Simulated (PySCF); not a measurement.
Continuum solvent and chemical shifts

Geometry:
| atom | x (Å) | y (Å) | z (Å) |
| --- | --- | --- | --- |
| F1 | -1.417 | -1.173 | 0.152 |
| C2 | -0.452 | -0.374 | -0.100 |
| C3 | 0.452 | 0.374 | -0.336 |
| F4 | 1.417 | 1.173 | -0.588 |

GIAO PBE0/pcSseg-1 in PySCF 2.14 on one PBE0-D3(BJ)/def2-SVP conformer, non-relativistic, equivalent nuclei averaged. Solvents enter as an IEF-PCM continuum (tetrahydrofuran with ε = 7.4, methanol with ε = 32.6) around the gas-phase geometry. Shifts are referred to CFCl3, TMS computed in the same medium.

Gas phase, δ in ppm: F1/F4 -282.0, C2/C3 51.9. Dipole moment 0.00 D.

Q: How does each δ change in the continuum?

A: 
| atoms | environment | Δδ, tetrahydrofuran | Δδ, methanol |
| --- | --- | --- | --- |
| F1/F4 | fluorine bonded to C | +2.6 | +3.2 |
| C2/C3 | alkyne carbon | +0.8 | +1.0 |

Changes are relative to the gas phase.

Q: Which nuclei move most (in ppm), and what does the model miss?

A: F1/F4 (fluorine bonded to C, +3.2 ppm) in methanol. A continuum only polarises the solute; specific hydrogen bonds, the anisotropy of aromatic solvents and changes of geometry or conformer are outside it.
